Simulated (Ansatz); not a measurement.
A calculation with Ansatz (development build ahead of 0.2.0).

```yaml
crystal:
  periodic: [false, false, false]
  atoms:
    - { symbol: Al, position_ang: [-0.02245, -0.02797, -0.85484] }
    - { symbol: O, position_ang: [-0.01216, 0.04413, 0.84012] }
basis:
  gaussian: { orbitals: def2-SVP }
total_charge: -1
magnetization:
  spin_polarized: true
hamiltonian:
  xc: hf
correlation:
  method: mp2
  frozen_orbitals: { Al: 5, O: 1 }
```

The input is written out in the form of the current development build from the run's settings.

The run gave:

- Converged: yes
- Reference energy: -316.63336 hartree
- Correlation energy: -0.26472 hartree
- Total energy: -316.89808 hartree
- Spin squared of the determinant: 0.000
- Stability test: minimum
- Occupied orbitals by symmetry in an Abelian subgroup (alpha; beta): 7 A1 2 B1 2 B2; 7 A1 2 B1 2 B2

Messages of the program:
```
mean field -8616.03268390 eV, -316.6333609768 hartree, gradient 2.8e-6 eV, S^2 0.000000; 10 other ends of a descent, 0 dependent functions left out
```

Caution: no diffuse functions for an anion.
